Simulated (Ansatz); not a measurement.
## Al2⁻, quartet in aug-cc-pVTZ: errors against UCCSDT(Q)

Geometry: that of the Al2⁻, doublet, kept fixed.

```xyz
2

Al    0.0000    0.0000    0.0000
Al    0.0000    0.0000    2.5380
```

Basis aug-cc-pVTZ; Ansatz 0.2.0. Correlated methods freeze the noble-gas cores, which leaves 7 electrons in 90 orbitals. Prefix R: restricted or restricted open-shell reference; prefix U: unrestricted. Active spaces: valence = (7e, 8o) chosen from the atoms' valence shells.

Full CI isn't at hand for all of this; UCCSDT(Q) serves as the reference, and is uncertain by about the last step of the cluster series. The frozen core follows each run's orbitals, which can shift R against U totals by a few meV.

```
UHF ⟨S²⟩                          : 3.764
T1 diagnostic (RCCSD)             : 0.0270
largest doubles amplitude (RCCSD) : 0.051
T1 diagnostic (UCCSD)             : 0.0259
```

```json
{"level": "RHF", "E − E(UCCSDT(Q)) (meV)": "4252", "share of correlation (%)": "0.00", "wall time": "–"}
{"level": "UHF", "E − E(UCCSDT(Q)) (meV)": "4194", "share of correlation (%)": "1.37", "wall time": "–"}
{"level": "RMP2", "E − E(UCCSDT(Q)) (meV)": "953", "share of correlation (%)": "77.60", "wall time": "–"}
{"level": "UMP2", "E − E(UCCSDT(Q)) (meV)": "991", "share of correlation (%)": "76.70", "wall time": "–"}
{"level": "RCCSD", "E − E(UCCSDT(Q)) (meV)": "372", "share of correlation (%)": "91.25", "wall time": "–"}
{"level": "UCCSD", "E − E(UCCSDT(Q)) (meV)": "368", "share of correlation (%)": "91.35", "wall time": "–"}
{"level": "RCCSD(T)", "E − E(UCCSDT(Q)) (meV)": "77", "share of correlation (%)": "98.19", "wall time": "14 s (H100)"}
{"level": "UCCSD(T)", "E − E(UCCSDT(Q)) (meV)": "78", "share of correlation (%)": "98.18", "wall time": "15 s (H100)"}
{"level": "BCCD(T)", "E − E(UCCSDT(Q)) (meV)": "76", "share of correlation (%)": "98.21", "wall time": "41 s (H100)"}
{"level": "RCCSDT", "E − E(UCCSDT(Q)) (meV)": "28", "share of correlation (%)": "99.35", "wall time": "–"}
{"level": "UCCSDT", "E − E(UCCSDT(Q)) (meV)": "26", "share of correlation (%)": "99.38", "wall time": "–"}
{"level": "RCCSDT(Q)", "E − E(UCCSDT(Q)) (meV)": "1", "share of correlation (%)": "99.97", "wall time": "63 s (H100)"}
{"level": "CASSCF (valence space)", "E − E(UCCSDT(Q)) (meV)": "3004", "share of correlation (%)": "29.35", "wall time": "–"}
{"level": "NEVPT2 (valence space)", "E − E(UCCSDT(Q)) (meV)": "726", "share of correlation (%)": "82.93", "wall time": "6.5 s (H100)"}
{"level": "NEVPT4(SD) (valence space)", "E − E(UCCSDT(Q)) (meV)": "89", "share of correlation (%)": "97.92", "wall time": "8 s (H100)"}
{"level": "MRCISD (valence space)", "E − E(UCCSDT(Q)) (meV)": "299", "share of correlation (%)": "92.98", "wall time": "–"}
{"level": "MRCISD+Q (valence space)", "E − E(UCCSDT(Q)) (meV)": "15", "share of correlation (%)": "99.65", "wall time": "7.5 s (H100)"}
```

The correlation energy at UCCSDT(Q), counted from RHF, is -4.252 eV. That run took 15 s on 2 threads of AMD EPYC 7R13 with a shared H100 80 GB, shared host.

Times hold each run's SCF and search for its determinant on a shared host, so for small cases they say little of a method's own cost.

Natural occupations of CASSCF (valence space) about the gap: 1.972 1.904 1.018 0.981 0.981 0.057 0.057 0.030; effectively unpaired electrons, Σ n²(2−n)², 3.06.
